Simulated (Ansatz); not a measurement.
We consider hcp Cd, described by r²SCAN (Ansatz, a first-principles code, plane waves, PAW).

Numerical settings: plane-wave cutoff 500 eV, 5×5×5 k mesh, Fermi–Dirac smearing 0.1 eV, cell of 36 sites, scalar-relativistic PAW data made under PBE.

Q: Give the computed vacancy formation energy and vacancy formation energy before relaxation.

A: 
- vacancy formation energy: 0.51 eV
- vacancy formation energy before relaxation: 0.67 eV

Note: energies are extrapolated to zero smearing, and mesh and cell size move such values by some hundredths of an eV or more.

The result took roughly 110 core-minutes.
